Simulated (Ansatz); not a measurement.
**C2H5NS: vertical ionisation energy**

The task here is to estimate one member of a computed series from the others.

The runs use Ansatz 0.2.0, Gaussian basis; unrestricted cation, the program's frozen cores in correlated methods.

Levels to be run: UKS PBE-D4/def2-TZVPP; UKS r2SCAN-D4/def2-TZVPP; UKS PBE0-D4/def2-TZVPP; UKS B3LYP-D4/def2-TZVPP; UKS wB97X-V/def2-TZVPP; UKS wB97M-V/def2-TZVPP; UKS B2PLYP/def2-TZVPP; UHF-CCSD(T)/def2-TZVPP; UHF-MP2/def2-QZVPP; extrapolation to the limit; then −ε(HOMO) from the neutral's earlier runs with LDA (SPW92), PBE-D4, revPBE-D4, BLYP-D4, r2SCAN-D4, B97M-V, PBE0-D4, B3LYP-D4, r2SCANh-D4, r2SCAN0-D4, HSE06-D4, BHLYP-D4, CAM-B3LYP-D4, LC-ωPBE, ωB97X-V, ωB97M-V.

## The geometry

The geometry comes from an earlier relaxation with PBE0-D4 in a triple-zeta def2 set; it is a stationary point, not always the lowest conformer.

9 atoms, charge 0, spin multiplicity 1.

Atoms are counted from 1 here; the program's logs count them from 0.

Bond lengths: C1–C2 1.494 Å, C1–H5 1.093 Å, C1–H6 1.093 Å, C1–H7 1.089 Å, C2–N3 1.262 Å, C2–S4 1.781 Å, N3–H8 1.019 Å, S4–H9 1.342 Å. Angles: C2–C1–H5 110.6°, C2–C1–H6 110.6°, C2–C1–H7 108.9°, H5–C1–H6 107.8°, H5–C1–H7 109.5°, H6–C1–H7 109.5°, C1–C2–N3 121.1°, C1–C2–S4 116.7°, N3–C2–S4 122.2°, C2–N3–H8 112.9°, C2–S4–H9 97.8°.

Coordinates:

```xyz
9
charge 0, multiplicity 1
C     0.5397    0.8233   -0.3384
C    -0.0438   -0.5227   -0.0545
N     0.3715   -1.5524   -0.6545
S    -1.3415   -0.5911    1.1628
H     0.9692    1.2553    0.5688
H    -0.2313    1.5077   -0.7009
H     1.3167    0.7187   -1.0940
H    -0.1118   -2.4018   -0.3664
H    -1.3802    0.7167    1.4598
```

The first run:

in.yaml reads:

```yaml
crystal:
  periodic: [false, false, false]
  atoms:
    - {symbol: C, position_ang: [0.539695, 0.823314, -0.338434]}
    - {symbol: C, position_ang: [-0.043788, -0.522728, -0.054458]}
    - {symbol: N, position_ang: [0.371497, -1.552373, -0.654532]}
    - {symbol: S, position_ang: [-1.341463, -0.591104, 1.162817]}
    - {symbol: H, position_ang: [0.969203, 1.255295, 0.568803]}
    - {symbol: H, position_ang: [-0.231340, 1.507662, -0.700871]}
    - {symbol: H, position_ang: [1.316654, 0.718669, -1.094041]}
    - {symbol: H, position_ang: [-0.111779, -2.401826, -0.366375]}
    - {symbol: H, position_ang: [-1.380180, 0.716693, 1.459794]}
basis:
  gaussian: {orbitals: def2-TZVPP}
total_charge: 1
magnetization: {spin_polarized: true, initial_magnetization: 1}
hamiltonian: {xc: pbe, dispersion: d4}
```

Among the steps run: Cation, UKS PBE-D4/def2-TZVPP; Cation, UKS r2SCAN-D4/def2-TZVPP; Cation, UKS PBE0-D4/def2-TZVPP; Cation, UKS B3LYP-D4/def2-TZVPP; Cation, UKS wB97X-V/def2-TZVPP; Cation, UKS wB97M-V/def2-TZVPP; Cation, UKS B2PLYP (frozen core)/def2-TZVPP; Cation, UHF-CCSD(T)/def2-TZVPP; Cation, UHF-MP2/def2-QZVPP.

One of the session's tables, all rows but one given; the rest of the session is left out.

Orbital estimates, from the neutral's runs:

```
  functional  −ε(HOMO) (eV)
 LDA (SPW92)           6.33
      PBE-D4           6.18
   revPBE-D4              ?
     BLYP-D4           6.02
   r2SCAN-D4           6.43
      B97M-V           6.48
     PBE0-D4           7.37
    B3LYP-D4           7.13
  r2SCANh-D4           6.87
  r2SCAN0-D4           7.53
    HSE06-D4           6.96
    BHLYP-D4           8.42
CAM-B3LYP-D4           8.69
     LC-ωPBE          10.08
     ωB97X-V           9.70
     ωB97M-V           9.54
```

Q: Estimate the row for revPBE-D4 from the others.

As computed: −ε(HOMO) (eV): 6.12. In the column «−ε(HOMO) (eV)» it lies between BLYP-D4 (6.02) and PBE-D4 (6.18).

To keep in mind: The cation may have settled in a state other than its lowest; no search over hole states beyond the program's own was made.
